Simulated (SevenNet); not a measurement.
hcp Zn

Calculation: the machine-learned potential SevenNet-0 (trained on PBE and PBE+U data).

Cell: relaxed at this level.

```json
{
 "equilibrium_lattice_constant_a": "2.644 Å",
 "lattice_parameter_c": "5.112 Å",
 "equilibrium_volume_per_atom": "15.47 Å³/atom",
 "vacancy_formation_energy": "0.32 eV"
}
```

Measured, for comparison: lattice constant a 2.665 Å (293 K, not corrected to a static lattice, our sources range from 2.660 to 2.665; as tabulated in Wikipedia's data pages); lattice parameter c 4.946 Å (293 K, not corrected to a static lattice; as tabulated in Wikipedia's data pages); vacancy formation energy 0.54 eV (not corrected to a static lattice, monovacancy; as tabulated in Garrity and Choudhary (2023), arXiv:2112.11585). Computed (rounded) less measured: lattice constant a -0.8 % (-0.6 % to -0.8 % over the range), lattice parameter c +3.4 %, vacancy formation energy -0.22 eV. A static lattice is as a rule a little smaller and stiffer than an uncorrected measurement, which narrows the difference in the lattice constant a and would widen misses of the other sign.

A machine-learned potential is trained on density-functional data: it inherits that level's misses and adds fitting errors of its own.
